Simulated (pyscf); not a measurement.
H₃C–In [singlet] + H₂ → H₃C–InH₂ (insertion; singlet surface; H–H broken, H–In, H–In formed). PySCF, gas phase, ωB97X-D3(BJ)/def2-SVP geometries. Energies in eV from the separated reactants.

```json
[
 {"level": "ωB97X-D3(BJ)/def2-TZVP", "barrier": "___", "reaction energy": "-0.22"},
 {"level": "r²SCAN/def2-TZVP", "barrier": "2.04", "reaction energy": "-0.11"},
 {"level": "B3LYP-D3(BJ)/def2-TZVP", "barrier": "2.33", "reaction energy": "+0.12"},
 {"level": "PBE0-D3(BJ)/def2-TZVP", "barrier": "2.15", "reaction energy": "-0.12"},
 {"level": "M06-2X/def2-TZVP", "barrier": "2.48", "reaction energy": "+0.03"},
 {"level": "HF/def2-TZVP", "barrier": "___", "reaction energy": "___"}
]
```

Question: What belongs in the gaps?

Answer: 
- ωB97X-D3(BJ)/def2-TZVP, barrier: 2.38
- HF/def2-TZVP, barrier: 2.96
- HF/def2-TZVP, reaction energy: -0.10

The functionals in the table span 0.44 eV in this barrier, from r²SCAN to M06-2X. The same reactants have a lower exit, to InH [singlet] + CH₄ (barrier +1.11 eV at ωB97M-D3(BJ)/def2-TZVP, against +2.37 eV here). This is the saddle that the search found; another between the same sides may lie lower. Elements past Kr carry the def2 core potentials, without spin-orbit coupling.
